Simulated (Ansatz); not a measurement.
Basis sets over 7 cases of the bond dissociation energy at B3LYP with Ansatz (Al to Cl present), each against its own reference: (a) the value in aug-cc-pV5Z; (b) the value in pcseg-4. By their distance from other large sets or by the extrapolation step the references are unsure by up to roughly 0.09 kcal/mol. B3LYP-D3(BJ)/def2-TZVP geometries; electronic energies; unrestricted open shells; no added dispersion term; no relativity. Cartesian d functions in some cases of 6-31G*, 6-311G**, 6-311+G**. (X+d) sets on Al to Cl for cc-pVXZ and aug-cc-pVXZ. 

Cases are drawn at random; left out are references unsure by over 0.33 kcal/mol, doubtful singlets, and cases whose largest runs show a restricted determinant unstable towards unrestricted orbitals, <S^2> over 0.1 too high or, where CCSD(T) ran, T1 over 0.025 (0.045 for open shells). Sets are drawn from those converged to one state in every case.

Cases (SMILES) and reference values:
- ClO (OH-Cl) → [OH] (OH) + Cl atom: 55.11 kcal/mol (b)
- ClO (OH-Cl) → [O]Cl (O-Cl) + H atom: 96.72 kcal/mol (b)
- ClCl (Cl2) → 2 Cl atom: 55.83 kcal/mol (a)
- ClC (CH3-Cl) → [CH3] (CH3) + Cl atom: 82.94 kcal/mol (b)
- ClB(Cl)Cl → Cl[B]Cl + Cl atom: 113.15 kcal/mol (b)
- ClF (F-Cl) → F atom + Cl atom: 61.04 kcal/mol (a)
- P (PH3) → [PH2] (PH2) + H atom: 86.22 kcal/mol (b)

| basis | functions over def2-SVP (largest species, mean of cases) | mean signed deviation (kcal/mol) | mean absolute | largest | within 1 kcal/mol |
|---|---|---|---|---|---|
| STO-3G | 0.4 | 10.17 | 11.91 | 27.04 | 0 of 7 |
| def2-SV(P) | 0.9 | -2.26 | 3.27 | 5.16 | 1 of 7 |
| 6-31G* | 1.0 | -2.15 | 2.67 | 7.43 | 1 of 7 |
| cc-pVDZ | 1.2 | -1.66 | 1.93 | 5.56 | 4 of 7 |
| 6-311G** | 1.4 | -3.56 | 4.29 | 9.78 | 2 of 7 |
| aug-pcseg-1 | 1.6 | -2.53 | 3.03 | 6.00 | 0 of 7 |
| 6-311+G** | 1.6 | -3.45 | 4.09 | 8.74 | 2 of 7 |
| aug-cc-pVDZ | 1.7 | -1.25 | 1.31 | 2.96 | 3 of 7 |
| 6-311++G(2d,2p) | 1.9 | -1.26 | 1.80 | 4.20 | 3 of 7 |
| def2-TZVP | 2.0 | -0.41 | 0.54 | 1.04 | 5 of 7 |
| pcseg-2 | 2.1 | -0.59 | 0.89 | 2.08 | 4 of 7 |
| cc-pVTZ | 2.3 | -0.15 | 0.31 | 0.98 | 7 of 7 |
| def2-TZVPD | 2.5 | -0.36 | 0.37 | 0.75 | 7 of 7 |
| aug-pcseg-2 | 3.2 | -0.19 | 0.42 | 0.73 | 7 of 7 |
| aug-cc-pVTZ | 3.3 | -0.25 | 0.26 | 0.53 | 7 of 7 |
| cc-pVQZ | 4.0 | 0.01 | 0.12 | 0.19 | 7 of 7 |
| def2-QZVPP | 4.2 | -0.12 | 0.15 | 0.34 | 7 of 7 |
| def2-QZVP | 4.2 | -0.12 | 0.15 | 0.34 | 7 of 7 |
| aug-cc-pVQZ | 5.8 | -0.03 | 0.07 | 0.15 | 7 of 7 |
| aug-pcseg-3 | 5.9 | 0.01 | 0.02 | 0.05 | 7 of 7 |

Among the sets for which every case ran a larger relative (same family, alike in diffuse functions, listed or not), the smallest listed that holds all cases within 1 kcal/mol together with them is cc-pVTZ, at 2.3 times the functions of def2-SVP. Inside, though some case ran no larger relative to test it: def2-QZVPP, def2-QZVP, aug-cc-pVQZ, aug-pcseg-3. Largest deviations of relatives not listed, over the cases that ran them: def2-TZVPPD 0.72, aug-cc-pV5Z 0.00, def2-QZVPPD 0.26, cc-pV5Z 0.07 kcal/mol. A case lies within its reference's uncertainty of the window's edge in 6-31G*, def2-TZVP, pcseg-2, cc-pVTZ. These figures hold for the cases listed.

Ansatz is a program for electronic structure.
